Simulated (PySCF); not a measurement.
[C4H3S2]-: core ionisation energies

C4H3S2 (charge -1).
Structure used (GFN2-xTB), in Å, numbered top down from 1:
```
atom  x, y, z in Å
S1     2.9209    0.6252   -0.1214
C2     1.2604    0.4042   -0.0431
C3     0.5449   -0.7696   -0.1005
C4    -0.8479   -0.6129   -0.0043
C5    -1.2432    0.6787    0.1277
S6     0.1150    1.7625    0.1386
H7     1.0384   -1.7212   -0.2102
H8    -1.5410   -1.4422   -0.0329
H9    -2.2340    1.0811    0.2209
```

Computed with delta-SCF UKS SCAN, pcX-2 on the ionised atom, pcseg-1 elsewhere, spin-free X2C in PySCF 2.14.0. Each binding energy is the total energy of the core-ionised species, with the hole localised on one atom, minus that of the ground state; both are solved self-consistently, so orbital relaxation is included.

Question: What binding energy does each computed site have?

Answer: 
```tsv
atom(s)	environment	level	binding energy (eV)	above the level's lowest (eV)	count
S1	thiolate sulfur	S 1s	2469.70	0.00	1
C2	substituted aromatic carbon	C 1s	286.18	+1.36	1
C3	aromatic CH carbon	C 1s	284.82	0.00	1
C4	aromatic CH carbon	C 1s	285.71	+0.89	1
C5	aromatic CH next to a ring sulfur	C 1s	285.44	+0.62	1
S6	thiophene-type sulfur	S 1s	2472.52	+2.82	1
```

The listed C 1s values span 1.36 eV, from C3 (bonded to 2 C (aromatic in the SMILES) and H) to C2 (bonded to S (aromatic in the SMILES), S and C (aromatic in the SMILES)).

The listed S 1s values span 2.82 eV, from S1 (bonded to C) to S6 (bonded to 2 C (aromatic in the SMILES)).

Question: Give the binding energy of C 1s of C3 in hartree and in kJ/mol.

Answer: 284.82 eV = 10.4669 Eh = 27481 kJ/mol.

Question: Which photon energy gives electrons from C 1s of C3 a kinetic energy of 200 eV, and what is their de Broglie wavelength?

Answer: hν = 284.82 + 200 = 484.82 eV, recoil neglected; λ = 12.264 Å/√(E/eV) = 0.87 Å.

Not every level is listed. Spin contamination (⟨S²⟩ against 0.75 for a pure doublet) is marked for C 1s of C2 (0.90), which makes this value less certain. The species carries charge -1, so core ionisation leaves a neutral species. The basis sets have no added diffuse functions. Geometry: GFN2-xTB; no solvent, vibrations or thermal averaging.

The run took 48 s wall on an Arm Neoverse V1 with one thread, on a shared host.
